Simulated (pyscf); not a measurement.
Structures and frequencies: ωB97X-D3(BJ)/def2-SVP in PySCF.

### Question
For the elementary gas-phase step H₂N–NH₂ + InH₃ → H₂N–NH–InH₂ + hydrogen (H₂) (singlet surface; H–N, H–In broken, In–N, H–H formed), what barrier and reaction energy does ωB97M-D3(BJ)/def2-TZVP give, measured from the separated reactants?

### Answer
ΔE‡ = 21.1 kcal/mol, ΔE = +3.0 kcal/mol. Zero-point energy shifts the barrier by -1.1 kcal/mol. It is a four-centre exchange, with an imaginary mode of 1230i cm⁻¹. On the reactant side the descent ends in an adduct with a In–N contact, 22.8 kcal/mol under the separated species and 41.0 kcal/mol under the saddle at ωB97X-D3(BJ)/def2-TZVP. What is counted as formed (In–N) is already present as a longer contact in the reactant adduct; forming that adduct is a step of its own. At the saddle there is also a short H–In contact that neither side keeps. At ωB97X-D3(BJ)/def2-TZVP the barrier from the zero used here is 18.2 kcal/mol. H₂N–NH–InH₂ lies 43.7 kcal/mol over its isomer H₂N–InH–NH₂ (electronic energy, ωB97M-D3(BJ)/def2-TZVP). One saddle was located; it need not be the lowest between these sides. Elements past Kr carry the def2 core potentials, without spin-orbit coupling.
